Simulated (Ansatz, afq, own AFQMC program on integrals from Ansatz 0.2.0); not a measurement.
# Where AFQMC and coupled cluster stand for Se⁺, quartet

A free Se cation.

Basis aug-cc-pVTZ. Only valence electrons are correlated. Ansatz 0.2.0 and our own AFQMC program on the same integrals; the CISD trial comes from CCSD amplitudes, and released means the phaseless constraint is let go. Uncertainties: one standard error, sampling alone. No spin–orbit coupling.

Determinant: UHF, the one that the program's search chose, which needn't be the lowest solution.

Full CI on the same integrals is exact in this basis and with this determinant's frozen core.

Cautions: no relativity below Rb; no spin-orbit coupling; inner d shell frozen.

```
T1 diagnostic                               : 0.0022
weight of the determinant in the CISD state : 0.953
⟨S²⟩ of the determinant                     : 3.751
size of the correlated space                : 5 electrons in 45 orbitals
```

Reference: full CI, correlation energy -2.558 eV. The released energy is read at 2.40 1/Eh (meV from the phaseless value at times in 1/Eh: -1.0 ± 0.5 at 0.24, -1.5 ± 0.6 at 0.51, -1.7 ± 0.5 at 0.99, -1.4 ± 0.5 at 1.62, -1.7 ± 0.5 at 2.40).

```
         level  E − E(reference) (mEh)  share of correlation (%)
            HF                   94.01                      0.00
           MP2                   18.05                     80.80
          CCSD                    3.26                     96.53
       CCSD(T)                    0.61                     99.35
         CCSDT                    0.07                     99.92
      CCSDT(Q)                    0.01                     99.99
 ph-AFQMC/CISD             0.03 ± 0.03                     99.97
released AFQMC            -0.03 ± 0.02                    100.03
```

CCSDT and higher add their correlation energy to the determinant of the CCSD(T) run, since their own runs factorise the integrals more tightly (a shift of under 2 meV). A walk keeps the symmetry of its determinant, which the program's search chose and which needn't be the lowest solution, so a lower state of the same spin and another symmetry isn't excluded. Released energies are given only where the last usable release times agree within the noise; a slower fall can still hide under it.
